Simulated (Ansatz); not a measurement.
# BH4NO: the cost of one run

All numbers below are computed with Ansatz 0.2.0 (UKS PBE0-D4/STO-3G).

## (1) Starting point

Bond lengths: N1–B2 1.478 Å, B2–O3 1.438 Å, N1–H4 0.985 Å, N1–H5 1.100 Å, B2–H6 1.198 Å, O3–H7 1.029 Å. Angles: N1–B2–O3 117.2°, N1–B2–H6 121.9°, O3–B2–H6 120.9°, B2–N1–H4 108.0°, B2–N1–H5 107.3°, H4–N1–H5 105.1°, B2–O3–H7 105.7°.

Structure file:

```xyz
7

N    -0.7524    0.0958   -0.7484
B     0.2339    0.1501    0.3507
O     1.0367   -1.0224    0.5726
H    -1.4247   -0.5866   -0.5203
H    -1.3004    1.0494   -0.7444
H     0.3755    1.1291    1.0261
H     1.8927   -0.8834    0.0180
```

## (2) End point A

The input, input.yaml:

```yaml
crystal:
  periodic: [false, false, false]
  atoms:
    - { symbol: "N", position_ang: [-0.7524, 0.0958, -0.7484] }
    - { symbol: B, position_ang: [0.2339, 0.1501, 0.3507] }
    - { symbol: O, position_ang: [1.0367, -1.0224, 0.5726] }
    - { symbol: H, position_ang: [-1.4247, -0.5866, -0.5203] }
    - { symbol: H, position_ang: [-1.3004, 1.0494, -0.7444] }
    - { symbol: H, position_ang: [0.3755, 1.1291, 1.0261] }
    - { symbol: H, position_ang: [1.8927, -0.8834, 0.018] }
magnetization:
  spin_polarized: true
basis:
  gaussian: { orbitals: STO-3G }
hamiltonian:
  xc: pbe0
  dispersion: d4
relax:
  f_tol: 0.02
  max_steps: 50
output:
  orbitals: {}
```

Started as:

```
> ansatz run input.yaml --threads 1 --pin off --max-ram 2048MiB --backend cpu --events-out ev --progress --plain --runs-dir out
```

Q: Estimate wall time and peak memory on 1 thread of Arm Neoverse V1, shared host.

About 12 s, with a peak of 0.12 GiB.
